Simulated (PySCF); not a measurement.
## B: ionisation energy

B [He] 2s2 2p1 (2P) → B+ [He] 2s2 (1S), as a difference of total energies. Calculation: PySCF 2.14, in def2-SVP (3s2p1d, 14 functions); the non-relativistic Hamiltonian (point nucleus). Correlated levels: valence: 1s2 frozen. The calculations carry no spin-orbit coupling.

Order these methods by the ionisation energy they give, lowest first.
A. CCSD(T) (valence)
B. SCS-MP2 (valence)
C. UHF
D. CCSD (valence)

D (8.060 eV), A (8.083 eV), C (8.126 eV), B (8.169 eV).

Errors of the correlated levels include the incompleteness of this basis and the frozen core.

The coupled-cluster amplitudes are large for B+ (T1 above 0.03 or a double amplitude above 0.15), so a single reference is strained.

For comparison: 8.297 eV (measured; NIST levels, between the centres of gravity of the two terms).
